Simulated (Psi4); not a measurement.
# H3SSi (SMILES [SiH2]S), run twice

Wanted: a single-point energy of H3SSi, UDSD-PBEB95/pcseg-3 (density fitting, density fitting for correlation, Cartesian functions).

Program for the calculation: Psi4 1.11.

### 1 The system as given

H3SSi has 5 atoms, charge 0, and is taken as a doublet. SMILES: `[SiH2]S`. The shape is that of a PBE0-D4/def2-TZVP optimisation.

Bond lengths: Si1–S2 2.132 Å, Si1–H3 1.492 Å, Si1–H4 1.488 Å, S2–H5 1.344 Å. Angles: Si1–S2–H5 94.7°, S2–Si1–H3 111.4°, S2–Si1–H4 105.0°, H3–Si1–H4 110.5°.

### 2 Try one

Input file input.inp:

```
memory 1600 MB

molecule geom {
  0 2
  Si
  S 1 r2
  H 1 r3 2 a3
  H 1 r4 3 a4 2 d4
  H 2 r5 1 a5 4 d5

  r2 = 2.132293
  r3 = 1.492481
  a3 = 111.39169
  r4 = 1.487865
  a4 = 110.46229
  d4 = -116.23684
  r5 = 1.343675
  a5 = 94.74795
  d5 = 173.28682
}

set reference rohf
set freeze_core true

E, wfn = energy("dsd-pbeb95/pcseg-3", return_wfn=True)
print_variables()
```

Run with:

```bash
$ psi4 -i input.inp -o input.out -n 1
```

input.out:

```text
Psi4 1.11 release

psi4.driver.p4util.exceptions.ValidationError: ROHF reference for DFT is not available.

Printing out the relevant lines from the Psithon --> Python processed input file:
      d5 = 173.28682
    ""","geom")
    core.IO.set_default_namespace("geom")
    core.set_global_option("REFERENCE", "rohf")
    core.set_global_option("FREEZE_CORE", "true")
--> E, wfn = energy("dsd-pbeb95/pcseg-3", return_wfn=True)
    print_variables()

!-------------------------------------------!
!                                           !
!  ROHF reference for DFT is not available. !
!                                           !
!-------------------------------------------!

    Psi4 run time: 0:00:00.03
```

Run time: 0.76 s. Hardware: 1 thread of INTEL XEON PLATINUM 8581C at 2.30GHz (Emerald Rapids), shared host; peak memory 0.14 GiB.

### 3 Reading the log

The input was rejected.

The log says `ROHF reference for DFT is not available.`. Cause: rohf with dft. To mend it: reference UKS in place of ROKS.

### 4 Try two

Input file job.in:

```
memory 1600 MB

molecule molecule1 {
  0 2
  Si    -0.096300    -0.694000    -0.309300
  S      0.273100     1.406000    -0.294500
  H     -0.094500    -1.256800     1.073000
  H     -1.440300    -0.843200    -0.929900
  H      1.407800     1.314300     0.419300
}

set globals {
  reference uks
  freeze_core true
  puream false
}

e = energy('dsd-pbeb95/pcseg-3')
print_variables()
```

Run with:

```bash
$ psi4 -i job.in -o job.out -n 1
```

job.out:

```text
Psi4 1.11 release

   => Loading Basis Set <=

    Name: PCSEG-3
    Role: ORBITAL
    Keyword: BASIS

         ---------------------------------------------------------
                                   SCF
                              UKS Reference
                        1 Threads,   1525 MiB Core
         ---------------------------------------------------------

  ==> Geometry <==

    Molecular point group: c1
    Full point group: C1

    Geometry (in Angstrom), charge = 0, multiplicity = 2:

[... 153 lines left out ...]
   @DF-UKS iter SAD:  -688.43557905828345   -6.88436e+02   0.00000e+00
[... 5 lines left out ...]
   @DF-UKS iter   6:  -688.87806242948329   -1.76075e-05   4.72929e-06 DIIS
[... 13 lines left out ...]
   @S^2 Observed:                7.548110133E-01
[... 52 lines left out ...]
    One-Electron Energy =               -1114.1020718835125081
[... 28 lines left out ...]
 Dipole X            :          0.6079775           -0.3823928            0.2255847
[... 35 lines left out ...]
	 Opposite-Spin Energy      =      -0.2846465840259416 [Eh]
[... 10 lines left out ...]
	 SCS Total Energy          =    -689.2436477099582817 [Eh]
[... 31 lines left out ...]
  "SCF TOTAL ENERGY"                           =>    -688.878067810478
[... 5 lines left out ...]
  Array Variable Map:
  ----------------------------------------------------------------------------
  "CURRENT DIPOLE"                             =>       0.225584737676 ... 0.166342527696 1 by 3
  "SCF DIPOLE"                                 =>       0.225584737676 ... 0.166342527696 1 by 3
  "SCF TOTAL ENERGIES"                         =>    -688.435579058283 ... -688.878067810478 1 by 9

    Psi4 run time: 0:00:32.26
```

Run time: 34 s. Hardware: 1 thread of INTEL XEON PLATINUM 8581C at 2.30GHz (Emerald Rapids), shared host; peak memory 1.4 GiB.

### 5 Summary of results

Level: UDSD-PBEB95/pcseg-3 (density fitting, density fitting for correlation, Cartesian functions).

| quantity | value |
| --- | --- |
| total energy | -689.03054 Eh |
| HOMO energy (SCF part's orbitals) (highest over α and β) | -7.61 eV |
| LUMO energy (SCF part's orbitals) (lowest over α and β) | -0.75 eV |
| ⟨S²⟩ | 0.755 |
